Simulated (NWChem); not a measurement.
Everything below was run with NWChem. System: chlorine (Cl2), charge 0, spin multiplicity 1, at a geometry optimised with PBE0/def2-SVP. Level: B2PLYP/STO-3G, 10 core orbitals frozen.

The NWChem input:

```
start mol
memory heap 200 mb stack 800 mb global 1000 mb
geometry units angstroms nocenter noautoz
  Cl     0.000000     0.000000     1.012768
  Cl     0.000000     0.000000    -1.012768
  symmetry group D2h
end
basis spherical
  * library sto-3g
end
dft
  xc hfexch 0.53 becke88 0.47 lyp 0.73 mp2 0.27
  dftmp2
  semidirect memsize 60000000 filesize 0
  iterations 100
end
mp2
  freeze core 10
end
task dft energy
```

Part of the output:

```
             Northwest Computational Chemistry Package (NWChem) 7.3.0
             --------------------------------------------------------

                                NWChem Input Module
                                -------------------

 Scaling coordinates for geometry "geometry" by  1.889725989
 (inverse scale =  0.529177249)

 Turning off AUTOSYM since
 SYMMETRY directive was detected!

                             Geometry "geometry" -> ""
                             -------------------------

 Output coordinates in angstroms (scale by  1.889725989 to convert to a.u.)

  No.       Tag          Charge          X              Y              Z
 ---- ---------------- ---------- -------------- -------------- --------------
    1 Cl                  17.0000     0.00000000     0.00000000     1.01276800
    2 Cl                  17.0000     0.00000000     0.00000000    -1.01276800

 Effective nuclear repulsion energy (a.u.)      75.5021016466

            Nuclear Dipole moment (a.u.)
            ----------------------------
        X                 Y               Z
 ---------------- ---------------- ----------------
     0.0000000000     0.0000000000     0.0000000000

      Symmetry information
      --------------------

 Group name             D2h
 Group number             26
 Group order               8
 No. of unique centers     1

      Symmetry unique atoms

     1


 Summary of "ao basis" -> "" (spherical)
 ------------------------------------------------------------------------------
       Tag                 Description            Shells   Functions and Types
 ---------------- ------------------------------  ------  ---------------------
 *                           sto-3g                   on all atoms

  dft_input: which_mp2 not specified, using semidirect MP2 by default.

                                 NWChem DFT Module
                                 -----------------

 Summary of "ao basis" -> "ao basis" (spherical)
 ------------------------------------------------------------------------------
       Tag                 Description            Shells   Functions and Types
 ---------------- ------------------------------  ------  ---------------------
 Cl                          sto-3g                  5        9   3s2p

 Summary of "ao basis" -> "ao basis" (spherical)
 ------------------------------------------------------------------------------
       Tag                 Description            Shells   Functions and Types
 ---------------- ------------------------------  ------  ---------------------
 Cl                          sto-3g                  5        9   3s2p

      Symmetry analysis of basis
      --------------------------

        ag          5
        au          0
        b1g         0
        b1u         5
        b2g         2
        b2u         2
        b3g         2
        b3u         2

            General Information
            -------------------
          SCF calculation type: DFT
          Wavefunction type:  closed shell.
          No. of atoms     :     2
          No. of electrons :    34
           Alpha electrons :    17
            Beta electrons :    17
          Charge           :     0
          Spin multiplicity:     1
          Use of symmetry is: on ; symmetry adaption is: on
          Maximum number of iterations: 100
          AO basis - number of functions:    18
                     number of shells:    10
          Convergence on energy requested:  1.00D-06
          Convergence on density requested:  1.00D-05
          Convergence on gradient requested:  5.00D-04

              XC Information
              --------------
                     Hartree-Fock (Exact) Exchange  0.530
                    Becke 1988 Exchange Functional  0.470
              Lee-Yang-Parr Correlation Functional  0.730

             Grid Information
             ----------------
          Grid used for XC integration:  medium
          Radial quadrature: Mura-Knowles
          Angular quadrature: Lebedev.
          Tag              B.-S. Rad. Rad. Pts. Rad. Cut. Ang. Pts.
          ---              ---------- --------- --------- ---------
          Cl                  1.00       88           6.0       590
          Grid pruning is: on
          Number of quadrature shells:    88
          Spatial weights used:  Erf1

          Convergence Information
          -----------------------
          Convergence aids based upon iterative change in
          total energy or number of iterations.
          Levelshifting, if invoked, occurs when the
          HOMO/LUMO gap drops below (HL_TOL):  1.00D-02
          DIIS, if invoked, will attempt to extrapolate
          using up to (NFOCK): 10 stored Fock matrices.

                    Damping( 0%)  Levelshifting(0.5)       DIIS
                  --------------- ------------------- ---------------
          dE  on:    start            ASAP                start
          dE off:    2 iters        100 iters           100 iters

      Screening Tolerance Information
      -------------------------------
          Density screening/tol_rho:  1.00D-10
          AO Gaussian exp screening on grid/accAOfunc:  14
          CD Gaussian exp screening on grid/accCDfunc:  20
          XC Gaussian exp screening on grid/accXCfunc:  20
          Schwarz screening/accCoul:  1.00D-08

      Superposition of Atomic Density Guess
      -------------------------------------

 Sum of atomic energies:        -909.10311015

      Non-variational initial energy
      ------------------------------

 Total energy =    -909.035902
 1-e energy   =   -1409.835304
 2-e energy   =     425.297301
 HOMO         =      -0.293257
 LUMO         =      -0.015430

      Symmetry analysis of molecular orbitals - initial
      -------------------------------------------------

 !! scf_movecs_sym_adapt:    8 vectors were symmetry contaminated

  Symmetry fudging

 !! scf_movecs_sym_adapt:    8 vectors were symmetry contaminated

  Numbering of irreducible representations:

     1 ag          2 au          3 b1g         4 b1u         5 b2g
     6 b2u         7 b3g         8 b3u

  Orbital symmetries:

     1 b1u         2 ag          3 b1u         4 ag          5 b1u
     6 ag          7 b3g         8 b2g         9 b3u        10 b2u
    11 ag         12 b1u        13 ag         14 b3u        15 b2u
    16 b2g        17 b3g        18 b1u

------------------------------------------------------------
EAF file 0: "./mol.aoints.0" size=524288 bytes
------------------------------------------------------------
               write      read    awrite     aread      wait
               -----      ----    ------     -----      ----
     calls:        1         0         0         0         0
   data(b): 5.24e+05  0.00e+00  0.00e+00  0.00e+00
   time(s): 0.00e+00  0.00e+00  0.00e+00  0.00e+00  0.00e+00
rate(mb/s): 0.00e+00  0.00e+00
------------------------------------------------------------

 !! scf_movecs_sym_adapt:    8 vectors were symmetry contaminated

  Symmetry fudging

 !! scf_movecs_sym_adapt:    4 vectors were symmetry contaminated

   convergence    iter        energy       DeltaE   RMS-Dens  Diis-err    time
 ---------------- ----- ----------------- --------- --------- ---------  ------
 d= 0,ls=0.0,diis     1   -909.9923746066 -9.85D+02  1.88D-02  4.76D-02     0.2

 !! scf_movecs_sym_adapt:    8 vectors were symmetry contaminated

  Symmetry fudging

 !! scf_movecs_sym_adapt:    2 vectors were symmetry contaminated

 d= 0,ls=0.0,diis     2   -910.0021113990 -9.74D-03  4.49D-04  4.47D-05     0.2

 !! scf_movecs_sym_adapt:    6 vectors were symmetry contaminated

  Symmetry fudging
 d= 0,ls=0.0,diis     3   -910.0021177322 -6.33D-06  2.51D-06  2.34D-08     0.2

 !! scf_movecs_sym_adapt:    8 vectors were symmetry contaminated

  Symmetry fudging

 !! scf_movecs_sym_adapt:    2 vectors were symmetry contaminated

 d= 0,ls=0.0,diis     4   -910.0021177329 -7.23D-10  3.43D-08  2.01D-13     0.2

         Total DFT energy =     -910.002117732909
      One electron energy =    -1408.274730993199
           Coulomb energy =      478.744451268993
    Exchange-Corr. energy =      -55.973939655336
 Nuclear repulsion energy =       75.502101646632

 Numeric. integr. density =       33.999999871381

     Total iterative time =      0.1s

                  Occupations of the irreducible representations
                  ----------------------------------------------

                     irrep           alpha         beta
                     --------     --------     --------
                     ag                5.0          5.0
                     au                0.0          0.0
                     b1g               0.0          0.0
                     b1u               4.0          4.0
                     b2g               2.0          2.0
                     b2u               2.0          2.0
                     b3g               2.0          2.0
                     b3u               2.0          2.0

                       DFT Final Molecular Orbital Analysis
                       ------------------------------------

 Vector   15  Occ=2.000000D+00  E=-4.262160D-01  Symmetry=b3u
              MO Center= -6.1D-21,  9.3D-66, -7.2D-18, r^2= 1.9D+00
   Bfn.  Coefficient  Atom+Function         Bfn.  Coefficient  Atom+Function
  ----- ------------  ---------------      ----- ------------  ---------------
     7      0.697897  1 Cl px                16      0.697897  2 Cl px
     3     -0.192440  1 Cl px                12     -0.192440  2 Cl px

 Vector   16  Occ=2.000000D+00  E=-3.230260D-01  Symmetry=b3g
              MO Center=  1.5D-66, -2.7D-31, -2.5D-16, r^2= 2.0D+00
   Bfn.  Coefficient  Atom+Function         Bfn.  Coefficient  Atom+Function
  ----- ------------  ---------------      ----- ------------  ---------------
     8      0.758782  1 Cl py                17     -0.758782  2 Cl py
     4     -0.204416  1 Cl py                13      0.204416  2 Cl py

 Vector   17  Occ=2.000000D+00  E=-3.230260D-01  Symmetry=b2g
              MO Center= -8.7D-30, -2.2D-65,  6.6D-17, r^2= 2.0D+00
   Bfn.  Coefficient  Atom+Function         Bfn.  Coefficient  Atom+Function
  ----- ------------  ---------------      ----- ------------  ---------------
     7      0.758782  1 Cl px                16     -0.758782  2 Cl px
     3     -0.204416  1 Cl px                12      0.204416  2 Cl px

 Vector   18  Occ=0.000000D+00  E= 8.968135D-03  Symmetry=b1u
              MO Center=  3.5D-34,  1.7D-32,  4.3D-16, r^2= 1.8D+00
   Bfn.  Coefficient  Atom+Function         Bfn.  Coefficient  Atom+Function
  ----- ------------  ---------------      ----- ------------  ---------------
     9      0.896194  1 Cl pz                18      0.896194  2 Cl pz
     6     -0.286823  1 Cl s                 15      0.286823  2 Cl s
     5     -0.226941  1 Cl pz                14     -0.226941  2 Cl pz
     2      0.051802  1 Cl s                 11     -0.051802  2 Cl s

 center of mass
 --------------
 x =   0.00000000 y =   0.00000000 z =   0.00000000

 moments of inertia (a.u.)
 ------------------
         256.170407256312           0.000000000000           0.000000000000
           0.000000000000         256.170407256312           0.000000000000
           0.000000000000           0.000000000000           0.000000000000

     Multipole analysis of the density
     ---------------------------------

     L   x y z        total         alpha         beta         nuclear
     -   - - -        -----         -----         ----         -------
     0   0 0 0     -0.000000    -17.000000    -17.000000     34.000000

     1   1 0 0      0.000000      0.000000      0.000000      0.000000
     1   0 1 0      0.000000      0.000000      0.000000      0.000000
     1   0 0 1      0.000000      0.000000      0.000000      0.000000

     2   2 0 0    -17.372552     -8.686276     -8.686276      0.000000
     2   1 1 0      0.000000      0.000000      0.000000      0.000000
     2   1 0 1      0.000000      0.000000      0.000000      0.000000
     2   0 2 0    -17.372552     -8.686276     -8.686276      0.000000
     2   0 1 1      0.000000      0.000000      0.000000      0.000000
     2   0 0 2    -16.597243    -70.566854    -70.566854    124.536464

                   NWChem MP2 Semi-direct Energy/Gradient Module
                   ---------------------------------------------

  Basis functions       =     18
  Molecular orbitals    =     18
  Frozen core           =     10
  Frozen virtuals       =      0
  Active alpha occupied =      7
  Active beta occupied  =      7
  Active alpha virtual  =      1
  Active beta virtual   =      1
  Use MO symmetry       = T
  Use skeleton AO sym   = T

  AO/Fock/Back tols     =   1.0D-09  1.0D-09  1.0D-09

 GA uses MA = F    GA memory limited = T

 Available:
  local mem=  3.29D+07
 global mem=  1.31D+08
 local disk=  0.00D+00
  mp2_memr nvloc                     1
  nvloc new                     1
   1 passes of   7:        2097152                        725                      4420.
   1 passes of   7: M     32856918           G      131071352           F      30759766.

 Semi-direct pass number   1 of   1  for RHF alpha+beta  at        0.3s
  vrange nnbf                   161
  mp2_eaftype                    10  avail_ma_in_mb                   286
 EAF : mp2_eaftype filesize          10       2210.
  mp2_eaf for mointskh                     10
Node 0 wrote      0.0 Mb in      0.0 s     Agg I/O rate:   265.3 Mb/s
 Done moints_semi at        0.3s
  mp2_eaftype                    10  avail_ma_in_mb                   286
 EAF : mp2_eaftype filesize          10       2210.
  mp2_eaf for kh                    10
 Done maket at        0.3s
 Done multipass loop at        0.3s

          -------------------------------------------
          DFT energy                    -910.002117732909
          Unscaled MP2 energy             -0.026949439731
          Total DFT+MP2 energy          -910.009394081637
          -------------------------------------------

 -----------------------
 Performance information
 -----------------------

 Timer overhead =  2.20D-07 seconds/call

               Nr. of calls         CPU time (s)                 Wall time (s)                GFlops
             ---------------    -------------------     ------------------------------   -------------------
Name         Min   Avg   Max    Min     Avg     Max     Min     Avg     Max   Mx/calls   Min     Max     Sum
mp2: moin     1     1     1   5.17E-2 5.17E-2 5.17E-2  5.17E-2 5.17E-2 5.17E-2 5.17E-2   0.0     0.0     0.0
mp2: make     1     1     1   1.52E-4 1.52E-4 1.52E-4  1.52E-4 1.52E-4 1.52E-4 1.52E-4   0.0     0.0     0.0
mp2: tota     1     1     1   6.37E-2 6.37E-2 6.37E-2  6.37E-2 6.37E-2 6.37E-2 6.37E-2   0.0     0.0     0.0

 The average no. of pstat calls per process was 3.00D+00
 with a timing overhead of 6.61D-07s

 Task  times  cpu:        0.3s     wall:        0.3s

 Total times  cpu:        0.3s     wall:        0.3s
```
